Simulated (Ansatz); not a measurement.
Saddle point of CH$_{5}$AlO, singlet (CH₅AlO ([CH3][O][AlH2]) → CH₂O ([CH2][O]) + AlH₃ (still joined by a long Al–O bond); bonds formed: Al1–H4; bonds broken: C3–H4; bonds weakened to dative contacts: Al1–O2), PBE0-D4/def2-TZVP structure:

```
8
angstrom
Al -1.1225 -0.2225 0.3620
O 0.2965 -0.4442 -1.0521
C 1.2057 0.1575 -0.4863
H -0.3000 1.0338 1.0144
H -2.3436 0.2130 -0.5504
H -1.0536 -1.5630 1.2132
H 1.5930 -0.1590 0.4912
H 1.7246 0.9844 -0.9919
```

Energies are electronic, without zero-point energy. Barriers and step energies count from the start structure reached by relaxing down the imaginary mode; all methods use the PBE0-D4 structures, on which another method's saddle can fall below an end. Program: Ansatz 0.2.0. Basis: def2-TZVPP, with def2-QZVPP for the basis limit. Cores are frozen in the correlated methods. B3LYP uses VWN-RPA correlation. Extrapolation: Hartree–Fock as exp(−7.88 √X), correlation as X^−2.97.

| method | barrier (kJ/mol) | step energy (kJ/mol) |
| --- | --- | --- |
| SPW92 | 197.2 | 173.2 |
| PBE-D4 | 185.7 | 156.8 |
| BLYP-D4 | 184.5 | 150.5 |
| r2SCAN-D4 | 193.9 | 163.0 |
| B97M-V | 186.5 | 148.4 |
| PBE0-D4 | 200.3 | 165.3 |
| B3LYP-D4 | 197.5 | 158.9 |
| r2SCAN0-D4 | 205.2 | 169.3 |
| BHLYP-D4 | 209.3 | 164.8 |
| CAM-B3LYP-D4 | ? | 164.4 |
| wB97X-V | 202.5 | 160.4 |
| wB97M-V | 200.8 | 159.9 |
| B2PLYP | 204.1 | 161.2 |
| PBE-QIDH | 211.2 | 170.0 |
| RPA on PBE | ? | 151.4 |
| HF | 201.5 | 148.5 |
| MP2 | ? | 167.8 |
| CCSD | 206.9 | 158.9 |
| CCSD(T) | 202.0 | 156.0 |

Fill in the withheld barriers. (To be estimated.)

By the calculation: MP2 214.2; CAM-B3LYP-D4 207.5; RPA on PBE 197.0 kJ/mol. Each is the energy of the saddle less that of the start structure, by the same method.

For comparison, the barrier by CCSD(T) at an estimated basis limit (MP2 extrapolated from triple and quadruple zeta, plus CCSD(T) − MP2 in triple zeta) is 205.6 kJ/mol.

No T1 diagnostic of these runs exceeds 0.019.

Such eliminations are a main way in which metal alkyl precursors decompose in metal-organic vapour deposition.

Labels in which every atom is bracketed show which atoms are joined, not bond orders.

For scale, one of the runs: CCSD(T)/def2-TZVPP, 174 basis functions, launched by `ansatz run in.yaml --threads 2 --pin off --events-out ev --progress --plain --max-ram 4352MiB`. Time: 21 s of wall clock on 2 CPU threads of an Intel Xeon Platinum 8259CL; the host was shared. Peak host memory: 1.5 GiB.
